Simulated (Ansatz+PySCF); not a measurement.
Values are calculated unless marked as measured or tabulated.
Input for Ansatz (development build ahead of 0.2.0):

```yaml
crystal:
  periodic: [false, false, false]
  atoms:
    - { symbol: P, position_ang: [0.0, 0.0, 0.0] }
    - { symbol: P, position_ang: [1.26591, 1.68788, 3.65437] }
basis:
  gaussian: { orbitals: STO-3G }
hamiltonian:
  xc: hf
correlation:
  method: fci
  frozen_orbitals: { P: 5 }
```

The input is written out in the form of the current development build from the run's settings.

The run gave:

```
Converged    : yes
Total energy : -673.73751 hartree
State        : lowest singlet root, of any spatial symmetry
```
